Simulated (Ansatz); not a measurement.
Energy needed to pull apart CH3BSi, closed shell, into free ground-state atoms, from the structure below (displaced at random from a GFN2-xTB minimum); no zero-point or spin–orbit terms; open-shell atoms are treated unrestricted, in their ground-state multiplicity.

```xyz
6
angstrom
B -0.5127 1.4520 -0.2731
Si 0.1149 -0.3963 0.0705
C 0.7028 -2.0333 0.3467
H -1.3834 1.8593 0.3229
H 0.0724 2.1709 -1.0674
H 1.0043 -3.0774 0.5055
```

Ansatz 0.2.0; basis: def2-TZVPP; cores frozen in the correlated methods. B3LYP uses VWN-RPA correlation.

```tsv
method	atomization energy (eV)
PBE-D4	19.79
BLYP-D4	19.41
r2SCAN-D4	19.32
PBE0-D4	19.06
B3LYP-D4	19.13
wB97M-V	?
HF	?
MP2	18.90
CCSD	18.02
CCSD(T)	18.68
```

(1) What does wB97M-V give? (To be estimated.)

(2) What does HF give? (Judge from chemistry; the value comes from the calculation.)

The T1 diagnostic stays at or below 0.045. The T1 diagnostic is large here, which may signal multireference character or strong orbital relaxation, so CCSD(T) is less sure. The restricted Hartree–Fock reference is unstable towards an unrestricted one here.

## Answers

(1) Computed: 18.86 eV, which is about 0.18 eV more than CCSD(T)/def2-TZVPP.

(2) Computed: 12.84 eV, which is about 5.84 eV less than CCSD(T)/def2-TZVPP.

In triple zeta the MP2 and coupled-cluster atomization energies are still short of their basis limit by a few kcal/mol a bond, whereas those of the functionals are nearly converged, so these differences are not deviations from converged CCSD(T).

For scale, one of the runs: CCSD(T)/def2-TZVPP forces, 146 basis functions (an equivalent command: `ansatz run in.yaml --threads 4`). Time: 35 s of wall clock on 4 CPU threads; the host was shared. Peak host memory: 1.6 GiB.
